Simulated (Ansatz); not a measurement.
formamide (SMILES NC=O) moved off its minimum; all values from Ansatz (an electronic-structure program), cores frozen in correlated methods.
(charge 0, multiplicity 1)
```xyz
6

N     -1.05790     0.22197     0.17557
C      0.29781     0.30765    -0.06392
O      1.11226    -0.63821    -0.09051
H     -1.42932    -0.72761     0.25552
H     -1.65638     0.97465     0.15737
H      0.57802     1.35597    -0.19877
```

**Question.** Give the forces (eV/Å), the total energy and the dipole at CCSD(T)/cc-pVTZ.

**Answer.** 
```tsv
atom	Fx	Fy	Fz
N1	2.128	-3.303	-0.040
C2	0.607	-1.257	0.229
O3	-1.970	1.875	0.024
H4	0.054	0.751	0.012
H5	-1.194	1.802	-0.123
H6	0.376	0.132	-0.102
```
Energy -169.6367 hartree, dipole 3.90 D.
